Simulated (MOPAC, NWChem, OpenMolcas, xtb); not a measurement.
## How methods differ on ClF (chlorine monofluoride)

ClF, singlet, SMILES `FCl`. Each level relaxes the structure for itself.

Quantity: the harmonic wavenumber, in cm⁻¹. The values are calculated.

| level | kind | program | value (cm⁻¹) |
| --- | --- | --- | --- |
| PM3 | semi-empirical | MOPAC | 823 |
| PM6-DH2X | semi-empirical | MOPAC | 862 |
| PM7 | semi-empirical | MOPAC | 931 |
| GFN2-xTB | semi-empirical | xtb | 663 |
| HF/3-21G | Hartree–Fock | OpenMolcas | 863 |
| HF/6-31G* (Cartesian functions) | Hartree–Fock | OpenMolcas | 914 |
| HF/cc-pVTZ | Hartree–Fock | OpenMolcas | 916 |
| SCAN/6-311+G** | meta-GGA | NWChem | 734 |
| B3LYP-D3(BJ)/def2-SVP | global hybrid | NWChem | 767 |
| PBE0-D3(BJ)/def2-SVP | global hybrid | NWChem | 802 |

Harmonic and unscaled. The values span 663 to 931 cm⁻¹.
